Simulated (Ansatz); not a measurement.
Steps of a relaxation of C3H2S3, SMILES `S=c1sccs1` with RKS PBE0-D4/def2-TZVP.

```sh
$ ansatz run in.yaml --threads 4 --pin off --events-out ev --progress --plain --max-ram 10444MiB
```

```yaml
crystal:
  periodic: [false, false, false]
  atoms:
    - {symbol: S, position_ang: [0.923407, -0.937217, 2.911148]}
    - {symbol: C, position_ang: [0.448773, -0.455685, 1.415192]}
    - {symbol: S, position_ang: [1.425329, -0.643972, -0.059198]}
    - {symbol: C, position_ang: [0.296195, 0.071451, -1.176930]}
    - {symbol: C, position_ang: [-0.878840, 0.519981, -0.659959]}
    - {symbol: S, position_ang: [-1.109343, 0.323063, 1.055783]}
    - {symbol: H, position_ang: [0.574340, 0.130709, -2.239003]}
    - {symbol: H, position_ang: [-1.679851, 0.991691, -1.247042]}
basis:
  gaussian: {orbitals: def2-TZVP}
hamiltonian: {xc: pbe0, dispersion: d4}
relax: {f_tol: 0.005, max_steps: 150}
```

Positions (Å) and forces (eV/Å) along the path, 5 of 5 steps:

```xyz
8
step=1 energy=-35636.5569 eV
S     0.923   -0.937    2.911   -0.206    0.208   -0.645
C     0.449   -0.456    1.415   -0.097    0.099   -0.305
S     1.425   -0.644   -0.059   -0.854    0.324    0.377
C     0.296    0.071   -1.177   -0.599    0.227    0.271
C    -0.879    0.520   -0.660    0.606   -0.233   -0.259
S    -1.109    0.323    1.056    0.854   -0.326   -0.369
H     0.574    0.131   -2.239   -0.147   -0.036    0.596
H    -1.680    0.992   -1.247    0.442   -0.263    0.335
8
step=2 energy=-35636.6204 eV
S     0.916   -0.930    2.889   -0.066    0.068   -0.207
C     0.444   -0.451    1.401   -0.098    0.095   -0.304
S     1.412   -0.639   -0.057   -0.448    0.166    0.239
C     0.290    0.073   -1.168   -0.039   -0.006    0.126
C    -0.869    0.515   -0.658    0.100   -0.057    0.065
S    -1.098    0.320    1.048    0.472   -0.188   -0.165
H     0.566    0.131   -2.217   -0.031   -0.013    0.154
H    -1.662    0.981   -1.237    0.109   -0.066    0.093
8
step=3 energy=-35636.6355 eV
S     0.911   -0.924    2.872    0.023   -0.035    0.083
C     0.439   -0.449    1.387   -0.029    0.061   -0.118
S     1.401   -0.633   -0.051   -0.034   -0.005    0.032
C     0.289    0.072   -1.162    0.092   -0.029   -0.025
C    -0.865    0.513   -0.654   -0.083    0.027    0.047
S    -1.086    0.315    1.042    0.039   -0.024    0.003
H     0.567    0.128   -2.206    0.004    0.001   -0.015
H    -1.656    0.978   -1.227   -0.013    0.004   -0.008
8
step=4 energy=-35636.6359 eV
S     0.911   -0.925    2.873    0.000    0.000   -0.001
C     0.439   -0.446    1.386    0.001   -0.001    0.004
S     1.399   -0.634   -0.050   -0.004    0.003   -0.005
C     0.290    0.072   -1.163   -0.007   -0.001    0.020
C    -0.866    0.513   -0.654    0.016   -0.009    0.010
S    -1.085    0.314    1.043    0.000    0.001   -0.007
H     0.569    0.128   -2.206    0.001    0.002   -0.011
H    -1.658    0.978   -1.227   -0.007    0.005   -0.008
8
step=5 energy=-35636.6359 eV
S     0.911   -0.925    2.873    0.000    0.000    0.000
C     0.439   -0.446    1.386    0.000    0.000    0.000
S     1.399   -0.634   -0.051    0.000    0.000    0.000
C     0.290    0.072   -1.163    0.001   -0.001    0.000
C    -0.866    0.513   -0.654    0.000    0.000    0.001
S    -1.085    0.314    1.043    0.000    0.000    0.000
H     0.569    0.128   -2.207   -0.001    0.000    0.000
H    -1.657    0.978   -1.227    0.000    0.000   -0.001
```

Hardware: 4 threads of an Arm Neoverse V1 on a shared host. Wall time 26 s, peak host memory 0.68 GiB.
